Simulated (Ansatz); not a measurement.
Input for Ansatz (development build ahead of 0.2.0):

```yaml
crystal:
  periodic: [false, false, false]
  atoms:
    - { symbol: C, position_ang: [0.04717, -0.03595, -0.68976] }
    - { symbol: O, position_ang: [0.05236, -0.10766, 0.62425] }
    - { symbol: H, position_ang: [-0.00437, 0.80684, 1.05313] }
    - { symbol: H, position_ang: [0.05548, -0.98556, -1.091] }
    - { symbol: H, position_ang: [-0.38906, 0.83731, -1.25226] }
basis:
  gaussian: { orbitals: "6-31G" }
magnetization:
  spin_polarized: true
  initial_magnetization: 1
hamiltonian:
  xc: hf
correlation:
  method: mp2
  frozen_orbitals: { C: 1, H: 0, O: 1 }
```

The input is written out in the form of the current development build from the run's settings.

Results

* Converged: yes
* Reference energy: -114.35082 hartree
* Correlation energy: -0.19570 hartree
* Total energy: -114.54652 hartree
* Spin squared of the determinant: 0.761
